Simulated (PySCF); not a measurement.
**State search for SiS⁺**

Unrestricted PBE0; Si pcseg-1, S pcseg-1; no relativity (PySCF 2.14). Outer shells of the fragments: Si+ 3s2 3p1; S 3s2 3p4.

Followed along the bond (rough minima from three points):

| 2Ms+1 | unpaired | ⟨S²⟩ at the start | R at minimum (Å) | Te (eV) |
| --- | --- | --- | --- | --- |
| 2 | π ↑ | 0.76 | 2.09 | 0.00 |
| 2 | σ ↑ | 0.76 | 1.92 | 0.07 |
| 4 | σ ↑, π ↑↑ | 3.76 | 2.18 | 2.65 |

Solutions found at the starting distance of 2.200 Å, counted from the lowest of them; the search is not exhaustive and high or unbound solutions are not listed, so other states can lie among these:

| 2Ms+1 | unpaired | term | E (eV) | ⟨S²⟩ | ⟨Lz²⟩ | μ (D) |
| --- | --- | --- | --- | --- | --- | --- |
| 2 | π ↑ | ²Π | 0.00 | 0.76 | 1.02 | -3.28 |
| 2 | σ ↑ | ²Σ⁺ | 0.72 | 0.76 | 0.00 | -4.44 |
| 4 | σ ↑, π ↑↑ | mixed | 2.53 | 3.76 | 2.01 | -2.63 |
| 4 | π ↑↑↑ | ⁴Π | 2.81 | 3.76 | 1.01 | 0.53 |
| 4 | σ ↑, π ↑↑ | mixed | 2.86 | 3.76 | 2.01 | -2.87 |
| 2 | σ ↑, π ↑↓ | mixed | 3.10 | 1.76 | 2.01 | -3.05 |
| 2 | σ ↓, π ↑↑ | mixed | 3.17 | 1.78 | 2.01 | -2.18 |
| 2 | π ↑↑↓ | mixed | 3.29 | 1.76 | 3.02 | 0.51 |
| 2 | σ ↑, π ↑↓ | mixed | 3.33 | 1.77 | 2.01 | -2.40 |
| 4 | σ ↑↑, π ↑ | ⁴Π | 5.97 | 3.75 | 1.02 | -2.68 |

A term symbol is given only where ⟨S²⟩ and ⟨Lz²⟩ are close to those of a pure state; real π, δ and φ orbitals otherwise mix terms. A positive dipole points towards S; it is taken about the centre of mass and depends on that origin.

Compare the gap between the two lowest followed solutions at the starting distance with the gap between their minima.

At PBE0 the second solution (doublet, unpaired electrons σ ↑) lies +0.72 eV from the first (doublet, unpaired electrons π ↑) at 2.200 Å and +0.07 eV at the minima; the two curves relax by different amounts, since their minima lie near 1.92 and 2.09 Å.

Counting both spins, an empty level lies below a filled one in some of these solutions, because spin and occupation are held.
